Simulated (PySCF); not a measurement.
**lithium sodium: calculation against experiment**

**Experimental background.**

Liu, Meijer, Perez-Rios, Phys. Chem. Chem. Phys. 22 (2020) 24191 lists, for the gas: dipole moment 0.47 D.

The runs below try to reproduce these values; the comparison stands at the end.

Compound: lithium sodium, NaLi.
Atom-mapped SMILES: `[Li:1][Na:2]`

Cartesian coordinates in Å at the PBE0-D3(BJ)/def2-SVP level; atoms count from 1:
```xyz
2
NaLi angstrom
Li     1.511   -0.088    0.009
Na    -1.461    0.000   -0.031
```

The PySCF runs (gas phase, on this PBE0-D3(BJ)/def2-SVP geometry; no spin–orbit coupling):

```csv
level,job,basis functions,wall time
"PBE0-D3(BJ)/def2-SVP, grid level 1",geometry optimisation from a GFN2-xTB start shaken at random,24,0.99 s
HF/pcSseg-2,shieldings,49,0.18 s
PBE0/pcSseg-1,"shieldings, charges and field gradients",28,0.78 s
```

Hardware: an Arm Neoverse V1 with one thread (shared host).

Results beside the measurements:

**Dipole moment.** Measured: 0.47 D (Liu, Meijer, Perez-Rios, Phys. Chem. Chem. Phys. 22 (2020) 24191).

```json
{"level": "PBE0-D3(BJ)/def2-SVP", "computed (D)": "0.34", "computed − measured (D)": "-0.13", "% (from the printed values)": "-28"}
{"level": "HF/pcSseg-2", "computed (D)": "0.74", "computed − measured (D)": "+0.27", "% (from the printed values)": "+57"}
{"level": "PBE0/pcSseg-1", "computed (D)": "0.41", "computed − measured (D)": "-0.06", "% (from the printed values)": "-13"}
```

Closest is PBE0/pcSseg-1 (-0.06 D), furthest HF/pcSseg-2 (+0.27 D); one molecule doesn't rank methods. The computed dipoles belong to one fixed geometry; measured ones are averaged over vibrations unless marked μe. Magnitudes are compared, not signs.

No measured geometry was used, and the causes of the misses weren't examined.
